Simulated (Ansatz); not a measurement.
Ansatz (a first-principles code) input (r2SCAN/def2-TZVPD):

Ansatz 0.2 input:
```yaml
crystal:
  periodic: [false, false, false]
  atoms:
    - {symbol: Al, position_ang: [-0.00000000, 0.00000000, 0.00000000]}
    - {symbol: F, position_ang: [-0.00033933, 1.63398176, 0.02535082]}
    - {symbol: F, position_ang: [1.41503821, -0.81619414, -0.04509083]}
    - {symbol: F, position_ang: [-1.41469888, -0.81778762, 0.01974001]}
basis:
  gaussian:
    orbitals: def2-TZVPD
hamiltonian:
  xc: {name: r2SCAN}
total_charge: 1
magnetization: {spin_polarized: true, initial_magnetization: 1}
```

Output:

```
Functional definition: r2SCAN
integrals: 0.07 GiB planned
855 factors; their error is unknown
mean field: 0.71 GiB planned
mean field evaluation 1: about -14728.9168 eV, gradient 6.5e1 eV
mean field evaluation 2: about -14706.3547 eV, gradient 1.1e2 eV
mean field evaluation 4: about -14739.7948 eV, gradient 5.3e0 eV
mean field evaluation 8: about -14739.9119 eV, gradient 3.1e-1 eV
mean field evaluation 16: about -14739.9109 eV, gradient 6.6e-4 eV
mean field evaluation 32: about -14739.3993 eV, gradient 1.5e0 eV
mean field evaluation 64: about -14739.4846 eV, gradient 1.4e0 eV
mean field evaluation 96: about -14739.4942 eV, gradient 2.4e0 eV
mean field evaluation 128: about -14739.6579 eV, gradient 2.6e0 eV
mean field -14739.91088593 eV, -541.6817339875 hartree, gradient 6.8e-6 eV, S^2 0.755143; 12 other end points of the search recorded, 0 dependent functions left out
reference -14739.91090612 eV, -541.6817347294 hartree; 20, 19 occupied and 143, 144 virtual orbitals, 855 factors
Total energy: -14739.91090612 eV, -541.6817347294 hartree
```

This state (charge 1, doublet) is run at the relaxed geometry of the species with charge 0 and multiplicity 1.
